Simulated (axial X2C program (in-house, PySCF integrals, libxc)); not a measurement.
**Bond lengths and stretching modes, held linear, of PCO⁺**

Computed with an axial X2C code built on PySCF integrals: two-component X2C with atomic mean-field Coulomb and Gaunt terms, Gaussian nuclei, basis P dyall-v3z, C dyall-v3z, O dyall-av3z with contracted cores. Spin-free rows use the one-electron spin-free X2C Hamiltonian.

Masses P 30.974, C 12.000, O 15.995 u. States: 2c Ω = 1 (beyond evenly filled blocks: ω = -1/2, ω = 3/2); spin-free M_S = 1, Λ = 0 (beyond evenly filled blocks: π+α, π-α).

MP2, spin-free: energies above the lowest point

```csv
r(P–C) (Å),r(C–O) (Å),E (meV)
1.7267,1.0949,144.59
1.7267,1.1230,92.19
1.7267,1.1511,165.91
1.7710,1.0949,80.50
1.7710,1.1230,27.35
1.7710,1.1511,101.33
1.7710,1.1792,293.74
1.8153,1.0949,54.96
1.8153,1.1230,0.00
1.8153,1.1511,71.62
1.8596,1.1230,2.14
1.8596,1.1792,262.32
```

Task: Fit a quadratic surface with cubic terms in each bond: where is the minimum, and what are the two stretching wavenumbers?

Result: At MP2, spin-free: bonds 1.834 and 1.121 Å; harmonic stretches 490.8 and 2571.0 cm⁻¹; force constants 2.16, 25.8 and coupling -0.17 mdyn/Å.

The other levels and Hamiltonians give:

```
Hamiltonian  level  r(P–C) (Å)  r(C–O) (Å)  lower stretch (cm⁻¹)  upper stretch (cm⁻¹)
         2c   PBE0       1.772       1.122                 558.8                2208.4
         2c     HF       1.880       1.087                 289.3                2384.5
         2c  B3LYP       1.780       1.125                 537.1                2164.1
         2c    MP2       1.834       1.121                 490.5                2570.2
  spin-free   PBE0       1.772       1.122                 559.0                2208.4
  spin-free     HF       1.880       1.087                 290.9                2384.4
  spin-free  B3LYP       1.780       1.125                 537.3                2164.2
```

Each state is one determinant, the lowest of a limited PBE0 search; the stretches come from a fit to these few points and carry an uncertainty of a few per cent. Other orders of the atoms were not compared. The levels spread by more than a fifth, so the stretches depend strongly on the method. MP2 freezes inner shells (threshold -2 hartree). The molecule was held linear; bending was not examined, so a bent shape may lie lower. Open-shell Ω = 0 determinants with evenly filled partner blocks cannot be reached by this program, so the Ω shown need not be the lowest component. Note: several unpaired electrons, one determinant need not be a pure state.
